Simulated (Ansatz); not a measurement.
# CHF3NO+ (SMILES F[C+](F)F.N=O): a chain of runs

We compute a series of 79 runs (PBE-D4/aug-cc-pVDZ, PBE-D3(BJ)/aug-cc-pVDZ, MP2/aug-cc-pVDZ, B2PLYP/aug-cc-pVDZ, revPBE-D3(BJ)/aug-cc-pVDZ, PBE0-D3(BJ)-ATM/aug-cc-pVDZ, B3LYP/aug-cc-pVDZ, SVWN5/aug-cc-pVDZ, and more) of CHF3NO and its partners. 

The results are computed with Ansatz 0.2.0.

## 1. Starting point

CHF3NO+ has 7 atoms, charge +1, and is taken as a singlet. SMILES: `F[C+](F)F.N=O`. Geometry: relaxed at GFN2-xTB.

Bond lengths: F1–C2 1.280 Å, C2–F3 1.280 Å, C2–F4 1.282 Å, C2–O6 1.682 Å, N5–O6 1.192 Å, N5–H7 1.052 Å. Angles: F1–C2–F3 114.9°, F1–C2–F4 114.7°, F1–C2–O6 102.7°, F3–C2–F4 114.8°, F3–C2–O6 102.7°, F4–C2–O6 104.8°, C2–O6–N5 115.9°, O6–N5–H7 114.4°.

## 2. A single-point energy at PBE-D4/aug-cc-pVDZ (run 1)

in.yaml reads:

```yaml
crystal:
  periodic: [false, false, false]
  atoms:
    - {symbol: F, position_ang: [-0.597560, -0.455170, 1.684670]}
    - {symbol: C, position_ang: [-0.727800, -0.434140, 0.411190]}
    - {symbol: F, position_ang: [-0.958210, -1.573330, -0.125950]}
    - {symbol: F, position_ang: [-1.446780, 0.526830, -0.038580]}
    - {symbol: N, position_ang: [0.957110, 0.914400, -0.749920]}
    - {symbol: O, position_ang: [0.832040, -0.086800, -0.114910]}
    - {symbol: H, position_ang: [1.941190, 1.108220, -1.066490]}
basis:
  gaussian:
    orbitals: aug-cc-pVDZ
total_charge: 1
hamiltonian:
  xc: {name: PBE}
  dispersion: d4
```

The run is started by

```bash
$ ansatz run in.yaml --threads 1 --pin off --max-ram 2610MiB --events-out events.jsonl --progress --plain --runs-dir runs
```

The program printed:

```text
Warning: RAYON_NUM_THREADS=1 ignored (pool sized by the plan → 1); use --threads N
Functional definition: PBE
  name "PBE"
  parameter kappa = 0.804
  parameter beta = 0.06672455060314922
  exchange = pbe_x(kappa = kappa, mu = beta*pi^2/3)
  correlation = pbe_c(beta = beta)
1243 factors; their error is unknown
mean field evaluation 1: about -12710.6617 eV, gradient 7.0e1 eV
mean field evaluation 2: about -12700.1842 eV, gradient 1.1e2 eV
mean field evaluation 4: about -12717.8554 eV, gradient 1.1e1 eV
mean field evaluation 8: about -12718.0609 eV, gradient 4.1e-2 eV
mean field evaluation 16: about -12718.0072 eV, gradient 1.7e-4 eV
mean field -12718.00720693 eV, -467.3781442796 hartree, gradient 1.2e-5 eV, S^2 0.000000; 0 other end points of the search recorded, 0 dependent functions left out
reference -12718.00725579 eV, -467.3781460753 hartree; 24, 24 occupied and 123, 123 virtual orbitals, 1243 factors
Total energy: -12718.10168096 eV, -467.3816161363 hartree
```

Run time: 4.8 s. Hardware: 1 thread of Intel Xeon at 2.50GHz (Skylake/Cascade Lake), shared host; peak memory 0.18 GiB.

## 3. [CF3]+: a single-point energy at PBE-D4/aug-cc-pVDZ (run 2)

in.yaml reads:

```yaml
crystal:
  periodic: [false, false, false]
  atoms:
    - {symbol: F, position_ang: [-0.597560, -0.455170, 1.684670]}
    - {symbol: C, position_ang: [-0.727800, -0.434140, 0.411190]}
    - {symbol: F, position_ang: [-0.958210, -1.573330, -0.125950]}
    - {symbol: F, position_ang: [-1.446780, 0.526830, -0.038580]}
basis:
  gaussian: {orbitals: aug-cc-pVDZ}
total_charge: 1
hamiltonian: {xc: {name: PBE}, dispersion: d4}
```

The run is started by

```bash
$ ansatz run in.yaml --threads 1 --pin off --max-ram 2610MiB --events-out events.jsonl --progress --plain --runs-dir runs
```

The program printed:

```text
Warning: RAYON_NUM_THREADS=1 ignored (pool sized by the plan → 1); use --threads N
[... 6 set-up lines as earlier in the session ...]
780 factors; their error is unknown
mean field evaluation 1: about -9160.6953 eV, gradient 7.3e1 eV
mean field evaluation 2: about -9136.4536 eV, gradient 1.5e2 eV
mean field evaluation 4: about -9168.2468 eV, gradient 2.9e0 eV
mean field evaluation 8: about -9168.2245 eV, gradient 2.9e-1 eV
mean field evaluation 16: about -9168.2246 eV, gradient 1.2e-5 eV
mean field -9168.22464354 eV, -336.9260412043 hartree, gradient 1.2e-5 eV, S^2 0.000000; 0 other end points of the search recorded, 0 dependent functions left out
reference -9168.22468080 eV, -336.9260425736 hartree; 16, 16 occupied and 76, 76 virtual orbitals, 780 factors
Total energy: -9168.25497831 eV, -336.9271559863 hartree
```

Run time: 2.1 s. Hardware: 1 thread of Intel Xeon at 2.50GHz (Skylake/Cascade Lake), shared host; peak memory 0.11 GiB.

Runs 3 to 56 aren't shown in full; the table further down has their settings and results.

## 4. [CF3]+ among ghost functions: the energy at B3LYP/aug-cc-pVDZ (with ghost functions) (run 57)

run.yaml reads:

```yaml
crystal:
  periodic: [false, false, false]
  atoms:
    - {symbol: F, position_ang: [-0.597560, -0.455170, 1.684670]}
    - {symbol: C, position_ang: [-0.727800, -0.434140, 0.411190]}
    - {symbol: F, position_ang: [-0.958210, -1.573330, -0.125950]}
    - {symbol: F, position_ang: [-1.446780, 0.526830, -0.038580]}
basis:
  gaussian:
    orbitals: aug-cc-pVDZ
    ghost_atoms: [{symbol: N, position_ang: [0.957110, 0.914400, -0.749920]}, {symbol: O, position_ang: [0.832040, -0.086800, -0.114910]}, {symbol: H, position_ang: [1.941190, 1.108220, -1.066490]}]
hamiltonian: {xc: {name: B3LYP}}
magnetization: {spin_polarized: false, initial_magnetization: 0}
total_charge: 1
```

The run is started by

```bash
$ ansatz run run.yaml --threads 1 --pin off --max-ram 2610MiB --events-out events.jsonl --progress --plain --runs-dir runs
```

The program printed:

```text
Warning: RAYON_NUM_THREADS=1 ignored (pool sized by the plan → 1); use --threads N
Functional definition: B3LYP
  name "B3LYP"
  parameter a0 = 0.2
  parameter ax = 0.72
  parameter ac = 0.81
  exchange = (1 - a0 - ax)*slater_x + ax*b88_x + a0*exact_x
  correlation = (1 - ac)*vwn_rpa_c + ac*lyp_c
1102 factors; their error is unknown
mean field evaluation 1: about -9169.0679 eV, gradient 7.2e1 eV
mean field evaluation 2: about -9153.4983 eV, gradient 1.3e2 eV
mean field evaluation 4: about -9176.4498 eV, gradient 1.7e0 eV
mean field evaluation 8: about -9176.4551 eV, gradient 2.5e-2 eV
mean field evaluation 16: about -9176.4877 eV, gradient 1.4e-5 eV
mean field -9176.48768876 eV, -337.2297025150 hartree, gradient 1.4e-5 eV, S^2 0.000000; 0 other end points of the search recorded, 0 dependent functions left out
reference -9176.48788535 eV, -337.2297097398 hartree; 16, 16 occupied and 131, 131 virtual orbitals, 1102 factors
Total energy: -9176.48788535 eV, -337.2297097398 hartree
```

Wall time 8.4 s (1 thread of Intel Xeon at 2.50GHz (Skylake/Cascade Lake), shared host); peak memory 0.23 GiB.

Runs 58 to 78 aren't shown in full; the table further down has their settings and results.

## 5. HNO among ghost functions: the energy at HF/def2-SVP (with ghost functions) (run 79)

molecule.yaml reads:

```yaml
crystal:
  periodic: [false, false, false]
  atoms:
    - symbol: "N"
      position_ang: [0.957110, 0.914400, -0.749920]
    - symbol: O
      position_ang: [0.832040, -0.086800, -0.114910]
    - symbol: H
      position_ang: [1.941190, 1.108220, -1.066490]
basis:
  gaussian:
    orbitals: def2-SVP
    ghost_atoms: [{symbol: F, position_ang: [-0.597560, -0.455170, 1.684670]}, {symbol: C, position_ang: [-0.727800, -0.434140, 0.411190]}, {symbol: F, position_ang: [-0.958210, -1.573330, -0.125950]}, {symbol: F, position_ang: [-1.446780, 0.526830, -0.038580]}]
hamiltonian:
  xc: hf
```

The run is started by

```bash
$ ansatz run molecule.yaml --threads 1 --pin off --max-ram 2610MiB --events-out events.jsonl --progress --plain --runs-dir runs
```

The program printed:

```text
Warning: RAYON_NUM_THREADS=1 ignored (pool sized by the plan → 1); use --threads N
Functional definition: HF
  name "HF"
  exchange = exact_x
  correlation = 0
851 factors; their error is unknown
mean field evaluation 1: about -3527.8394 eV, gradient 2.1e1 eV
mean field evaluation 2: about -3528.4016 eV, gradient 1.5e1 eV
mean field evaluation 4: about -3528.7765 eV, gradient 6.4e-1 eV
mean field evaluation 8: about -3528.7788 eV, gradient 1.1e-1 eV
mean field -3528.85010754 eV, -129.6828495117 hartree, gradient 1.7e-5 eV, S^2 0.000000; 0 other end points of the search recorded, 0 dependent functions left out
reference -3528.85010754 eV, -129.6828495117 hartree; 8, 8 occupied and 81, 81 virtual orbitals, 851 factors
Total energy: -3528.85010754 eV, -129.6828495117 hartree
```

It took 0.98 s on 1 thread of Intel Xeon at 2.50GHz (Skylake/Cascade Lake), shared host; peak memory 0.13 GiB.

## 6. All runs side by side

```csv
run,level,contact,fragment atoms,partner,energy (Eh),wall time
1,PBE-D4/aug-cc-pVDZ,–,–,base,-467.381616,4.8 s
2,PBE-D4/aug-cc-pVDZ,base,"(1, 2, 3, 4)",fragment,-336.927156,2.1 s
3,PBE-D4/aug-cc-pVDZ (with ghost functions),base,"(1, 2, 3, 4)",fragment with ghosts,-336.928590,5.1 s
4,PBE-D4/aug-cc-pVDZ,base,"(5, 6, 7)",fragment,-130.362696,0.98 s
5,PBE-D4/aug-cc-pVDZ (with ghost functions),base,"(5, 6, 7)",fragment with ghosts,-130.363420,5.4 s
6,PBE-D3(BJ)/aug-cc-pVDZ,–,–,base,-467.381581,5.7 s
7,PBE-D3(BJ)/aug-cc-pVDZ,base,"(1, 2, 3, 4)",fragment,-336.927248,2.2 s
8,PBE-D3(BJ)/aug-cc-pVDZ (with ghost functions),base,"(1, 2, 3, 4)",fragment with ghosts,-336.928682,4.5 s
9,PBE-D3(BJ)/aug-cc-pVDZ,base,"(5, 6, 7)",fragment,-130.362818,0.98 s
10,PBE-D3(BJ)/aug-cc-pVDZ (with ghost functions),base,"(5, 6, 7)",fragment with ghosts,-130.363542,5.1 s
11,PBE-D3(BJ)/aug-cc-pVDZ,–,–,contact x 0.9,-467.371755,6 s
12,PBE-D3(BJ)/aug-cc-pVDZ (with ghost functions),contact x 0.9,"(1, 2, 3, 4)",fragment with ghosts,-336.928975,5.1 s
13,PBE-D3(BJ)/aug-cc-pVDZ (with ghost functions),contact x 0.9,"(5, 6, 7)",fragment with ghosts,-130.363678,5.1 s
14,PBE-D3(BJ)/aug-cc-pVDZ,–,–,contact x 1.15,-467.379993,6 s
15,PBE-D3(BJ)/aug-cc-pVDZ (with ghost functions),contact x 1.15,"(1, 2, 3, 4)",fragment with ghosts,-336.928376,5.4 s
16,PBE-D3(BJ)/aug-cc-pVDZ (with ghost functions),contact x 1.15,"(5, 6, 7)",fragment with ghosts,-130.363352,4.8 s
17,PBE-D3(BJ)/aug-cc-pVDZ,–,–,contact x 1.4,-467.365359,5.7 s
18,PBE-D3(BJ)/aug-cc-pVDZ (with ghost functions),contact x 1.4,"(1, 2, 3, 4)",fragment with ghosts,-336.927945,5.1 s
19,PBE-D3(BJ)/aug-cc-pVDZ (with ghost functions),contact x 1.4,"(5, 6, 7)",fragment with ghosts,-130.363177,3.9 s
20,PBE-D3(BJ)/aug-cc-pVDZ,–,–,contact x 1.8,-467.347541,12 s
21,PBE-D3(BJ)/aug-cc-pVDZ (with ghost functions),contact x 1.8,"(1, 2, 3, 4)",fragment with ghosts,-336.927483,3.6 s
22,PBE-D3(BJ)/aug-cc-pVDZ (with ghost functions),contact x 1.8,"(5, 6, 7)",fragment with ghosts,-130.362963,4.2 s
23,MP2/aug-cc-pVDZ,–,–,base,-466.786024,11 s
24,MP2/aug-cc-pVDZ,base,"(1, 2, 3, 4)",fragment,-336.519195,2.3 s
25,MP2/aug-cc-pVDZ (with ghost functions),base,"(1, 2, 3, 4)",fragment with ghosts,-336.523136,8.1 s
26,MP2/aug-cc-pVDZ,base,"(5, 6, 7)",fragment,-130.175457,0.87 s
27,MP2/aug-cc-pVDZ (with ghost functions),base,"(5, 6, 7)",fragment with ghosts,-130.179039,5.1 s
28,B2PLYP/aug-cc-pVDZ,–,–,base,-467.480030,23 s
29,B2PLYP/aug-cc-pVDZ,base,"(1, 2, 3, 4)",fragment,-337.000241,4.8 s
30,B2PLYP/aug-cc-pVDZ (with ghost functions),base,"(1, 2, 3, 4)",fragment with ghosts,-337.002520,9.6 s
31,B2PLYP/aug-cc-pVDZ,base,"(5, 6, 7)",fragment,-130.388289,1.5 s
32,B2PLYP/aug-cc-pVDZ (with ghost functions),base,"(5, 6, 7)",fragment with ghosts,-130.389850,11 s
33,B2PLYP/aug-cc-pVDZ,–,–,contact x 0.9,-467.473285,22 s
34,B2PLYP/aug-cc-pVDZ (with ghost functions),contact x 0.9,"(1, 2, 3, 4)",fragment with ghosts,-337.002992,13 s
35,B2PLYP/aug-cc-pVDZ (with ghost functions),contact x 0.9,"(5, 6, 7)",fragment with ghosts,-130.390204,14 s
36,B2PLYP/aug-cc-pVDZ,–,–,contact x 1.15,-467.473205,23 s
37,B2PLYP/aug-cc-pVDZ (with ghost functions),contact x 1.15,"(1, 2, 3, 4)",fragment with ghosts,-337.002002,12 s
38,B2PLYP/aug-cc-pVDZ (with ghost functions),contact x 1.15,"(5, 6, 7)",fragment with ghosts,-130.389449,12 s
39,B2PLYP/aug-cc-pVDZ,–,–,contact x 1.4,-467.451588,20 s
40,B2PLYP/aug-cc-pVDZ (with ghost functions),contact x 1.4,"(1, 2, 3, 4)",fragment with ghosts,-337.001303,11 s
41,B2PLYP/aug-cc-pVDZ (with ghost functions),contact x 1.4,"(5, 6, 7)",fragment with ghosts,-130.388989,12 s
42,B2PLYP/aug-cc-pVDZ,–,–,contact x 1.8,-467.426239,15 s
43,B2PLYP/aug-cc-pVDZ (with ghost functions),contact x 1.8,"(1, 2, 3, 4)",fragment with ghosts,-337.000609,13 s
44,B2PLYP/aug-cc-pVDZ (with ghost functions),contact x 1.8,"(5, 6, 7)",fragment with ghosts,-130.388529,11 s
45,revPBE-D3(BJ)/aug-cc-pVDZ,–,–,base,-467.698983,6.3 s
46,revPBE-D3(BJ)/aug-cc-pVDZ,base,"(1, 2, 3, 4)",fragment,-337.144944,2.1 s
47,revPBE-D3(BJ)/aug-cc-pVDZ (with ghost functions),base,"(1, 2, 3, 4)",fragment with ghosts,-337.146469,5.7 s
48,revPBE-D3(BJ)/aug-cc-pVDZ,base,"(5, 6, 7)",fragment,-130.469051,1.1 s
49,revPBE-D3(BJ)/aug-cc-pVDZ (with ghost functions),base,"(5, 6, 7)",fragment with ghosts,-130.469838,6 s
50,PBE0-D3(BJ)-ATM/aug-cc-pVDZ,–,–,base,-467.363841,8.4 s
51,PBE0-D3(BJ)-ATM/aug-cc-pVDZ,base,"(1, 2, 3, 4)",fragment,-336.911064,3.3 s
52,PBE0-D3(BJ)-ATM/aug-cc-pVDZ (with ghost functions),base,"(1, 2, 3, 4)",fragment with ghosts,-336.912686,7.5 s
53,PBE0-D3(BJ)-ATM/aug-cc-pVDZ,base,"(5, 6, 7)",fragment,-130.353190,1.3 s
54,PBE0-D3(BJ)-ATM/aug-cc-pVDZ (with ghost functions),base,"(5, 6, 7)",fragment with ghosts,-130.353989,6 s
55,B3LYP/aug-cc-pVDZ,–,–,base,-467.814092,10 s
56,B3LYP/aug-cc-pVDZ,base,"(1, 2, 3, 4)",fragment,-337.228242,3.6 s
57,B3LYP/aug-cc-pVDZ (with ghost functions),base,"(1, 2, 3, 4)",fragment with ghosts,-337.229710,8.4 s
58,B3LYP/aug-cc-pVDZ,base,"(5, 6, 7)",fragment,-130.494881,1.3 s
59,B3LYP/aug-cc-pVDZ (with ghost functions),base,"(5, 6, 7)",fragment with ghosts,-130.495588,6.9 s
60,SVWN5/aug-cc-pVDZ,–,–,base,-464.636015,3.9 s
61,SVWN5/aug-cc-pVDZ,base,"(1, 2, 3, 4)",fragment,-335.012072,1.4 s
62,SVWN5/aug-cc-pVDZ (with ghost functions),base,"(1, 2, 3, 4)",fragment with ghosts,-335.013417,2.8 s
63,SVWN5/aug-cc-pVDZ,base,"(5, 6, 7)",fragment,-129.512162,0.7 s
64,SVWN5/aug-cc-pVDZ (with ghost functions),base,"(5, 6, 7)",fragment with ghosts,-129.512861,2.9 s
65,wB97X/aug-cc-pVDZ,–,–,base,-467.714864,20 s
66,wB97X/aug-cc-pVDZ,base,"(1, 2, 3, 4)",fragment,-337.158117,7.5 s
67,wB97X/aug-cc-pVDZ (with ghost functions),base,"(1, 2, 3, 4)",fragment with ghosts,-337.159533,18 s
68,wB97X/aug-cc-pVDZ,base,"(5, 6, 7)",fragment,-130.460765,2.8 s
69,wB97X/aug-cc-pVDZ (with ghost functions),base,"(5, 6, 7)",fragment with ghosts,-130.461449,15 s
70,revPBE-D3(BJ)/def2-SVP,–,–,base,-467.281057,3 s
71,revPBE-D3(BJ)/def2-SVP,base,"(1, 2, 3, 4)",fragment,-336.848369,1.2 s
72,revPBE-D3(BJ)/def2-SVP (with ghost functions),base,"(1, 2, 3, 4)",fragment with ghosts,-336.850656,2.4 s
73,revPBE-D3(BJ)/def2-SVP,base,"(5, 6, 7)",fragment,-130.341780,0.65 s
74,revPBE-D3(BJ)/def2-SVP (with ghost functions),base,"(5, 6, 7)",fragment with ghosts,-130.345189,2.4 s
75,HF/def2-SVP,–,–,base,-465.261282,2.1 s
76,HF/def2-SVP,base,"(1, 2, 3, 4)",fragment,-335.476390,0.64 s
77,HF/def2-SVP (with ghost functions),base,"(1, 2, 3, 4)",fragment with ghosts,-335.477997,1.4 s
78,HF/def2-SVP,base,"(5, 6, 7)",fragment,-129.680653,0.31 s
79,HF/def2-SVP (with ghost functions),base,"(5, 6, 7)",fragment with ghosts,-129.682850,0.98 s
```

## 7. Results

| quantity | value |
| --- | --- |
| HNO among ghost functions, run 79: total energy | -129.68285 Eh |
| interaction energy of the rigid parts [CF3]+ and HNO (parts in their own basis; closest atoms 1.68 Å apart), PBE-D3(BJ)/aug-cc-pVDZ | -2.490 eV |
| interaction energy of the rigid parts [CF3]+ and HNO (parts in their own basis; closest atoms 1.68 Å apart), MP2/aug-cc-pVDZ | -2.486 eV |
| interaction energy of the rigid parts [CF3]+ and HNO (parts in the whole basis, counterpoise; closest atoms 2.34 Å apart), B2PLYP/aug-cc-pVDZ | -1.668 eV |
| interaction energy of the rigid parts [CF3]+ and HNO (parts in the whole basis, counterpoise; closest atoms 3.00 Å apart), B2PLYP/aug-cc-pVDZ | -1.010 eV |
| interaction energy of the rigid parts [CF3]+ and HNO (parts in their own basis; closest atoms 1.68 Å apart), revPBE-D3(BJ)/aug-cc-pVDZ | -2.313 eV |
| interaction energy of the rigid parts [CF3]+ and HNO (parts in the whole basis, counterpoise; closest atoms 1.68 Å apart), PBE0-D3(BJ)-ATM/aug-cc-pVDZ | -2.644 eV |
| interaction energy of the rigid parts [CF3]+ and HNO (parts in their own basis; closest atoms 1.68 Å apart), wB97X/aug-cc-pVDZ | -2.612 eV |
| energy change with the C2–O6 bond stretched from 1.682 to 1.927 Å, B2PLYP/aug-cc-pVDZ | 0.186 eV |

What this shows: At PBE-D3(BJ)/aug-cc-pVDZ: the interaction energy of the rigid parts [CF3]+ and HNO (parts in their own basis; closest atoms 1.68 Å apart) is −2.49 eV (−240 kJ/mol): the parts attract. Without counterpoise this holds the superposition error of the basis. At MP2/aug-cc-pVDZ: the interaction energy of the rigid parts [CF3]+ and HNO (parts in their own basis; closest atoms 1.68 Å apart) is −2.49 eV (−57 kcal/mol): the parts attract. At B2PLYP/aug-cc-pVDZ: the interaction energy of the rigid parts [CF3]+ and HNO (parts in the whole basis, counterpoise; closest atoms 2.34 Å apart) is −1.67 eV (−38 kcal/mol): the parts attract. At B2PLYP/aug-cc-pVDZ: the interaction energy of the rigid parts [CF3]+ and HNO (parts in the whole basis, counterpoise; closest atoms 3.00 Å apart) is −1.01 eV (−97 kJ/mol): the parts attract. At revPBE-D3(BJ)/aug-cc-pVDZ: the interaction energy of the rigid parts [CF3]+ and HNO (parts in their own basis; closest atoms 1.68 Å apart) is −2.31 eV (−223 kJ/mol): the parts attract. At PBE0-D3(BJ)-ATM/aug-cc-pVDZ: the interaction energy of the rigid parts [CF3]+ and HNO (parts in the whole basis, counterpoise; closest atoms 1.68 Å apart) is −2.64 eV (−61 kcal/mol): the parts attract. Totals of different functionals can't be ranked against each other. In runs 23, 26, 27, 31, 32, 35, 38, 39 and more the log says that unrestricted orbitals would lower the reference, so the values rest on an unstable closed-shell determinant (other closed-shell runs at this shape may share the fault). All runs together took 8.8 min, the longest 23 s.
